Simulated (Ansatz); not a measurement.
Process, species as SMILES: [N]=O (N-O) → NO+ (singlet, bonded as [N]=O) + e-
B3LYP-D3(BJ)/def2-TZVP geometries, fixed; electronic energies without zero-point terms.

Basis-set convergence of the adiabatic ionisation energy at PBE0 with Ansatz (an electronic-structure program). All functions are spherical. The program fits the integrals of some runs and decomposes those of others, by size. Open shells are unrestricted. No added dispersion term, no relativity. Functions are those of the species that has most. Reference: the value in aug-cc-pV5Z, 9.538 eV, itself unsure by roughly 0.002 eV (its mean distance from pcseg-4, aug-pcseg-3, aug-cc-pVQZ). Deviations are taken from unrounded values.

```csv
basis,functions,adiabatic ionisation energy (eV),minus reference (eV)
3-21G,18,10.058,0.520
pcseg-0,18,10.607,1.068
def2-SVP,28,9.667,0.129
pcseg-1,28,9.670,0.132
6-311G**,36,9.551,0.013
def2-SVPD,43,9.745,0.206
pcseg-2,60,9.554,0.016
def2-TZVPP,62,9.529,-0.009
def2-TZVPPD,77,9.537,-0.001
"6-311++G(3df,3pd)",78,9.552,0.014
jun-cc-pV(T+d)Z,78,9.556,0.017
def2-QZVPP,114,9.526,-0.012
aug-cc-pV5Z,254,9.538,0.000
```

The smallest set listed that lies within 0.1 eV of the reference with all its larger relatives (same family, alike in diffuse functions; a set with none counts only in the reference's own line) is pcseg-2 (60 functions, 0.016 eV off). Inside, with no larger relative to test it: 6-311G**, 6-311++G(3df,3pd). (Relatives not listed, tested too: aug-cc-pVTZ 0.017, def2-QZVP -0.012, pcseg-3 -0.001, def2-QZVPPD -0.003, aug-cc-pVQZ 0.003, pcseg-4 -0.001 eV.)
